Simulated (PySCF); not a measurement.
BCl₃, SMILES ClB(Cl)Cl.

Geometry optimised at TPSSh-D3(BJ)/def2-SVP. The isomer is the one that the SMILES or the coordinates give; other isomers of the formula were not compared.

Two levels are set side by side: TDDFT-PBE/def2-SVPD (PySCF) and ADC(2)/aug-cc-pVDZ (PySCF). Vertical, same geometry; the bases differ. Differences are taken from unrounded values.

| quantity | ADC(2) |
|---|---|
| lowest singlet excitation (eV) | 6.08 |

**Question.** What does TDDFT-PBE give, and how far is it from ADC(2)? (The exact figures need the calculation; the answer reports its results.)

**Answer.** 
| quantity | TDDFT-PBE | TDDFT-PBE minus ADC(2) |
|---|---|---|
| lowest singlet excitation (eV) | 5.04 | -1.04 |

A lower first singlet is the usual sign of a functional without exact exchange. Differences between two approximate levels are no errors against the true value.

Rough cost on one machine, each run with all the roots and properties that it gave: ADC(2) against TDDFT-PBE about 20 times.
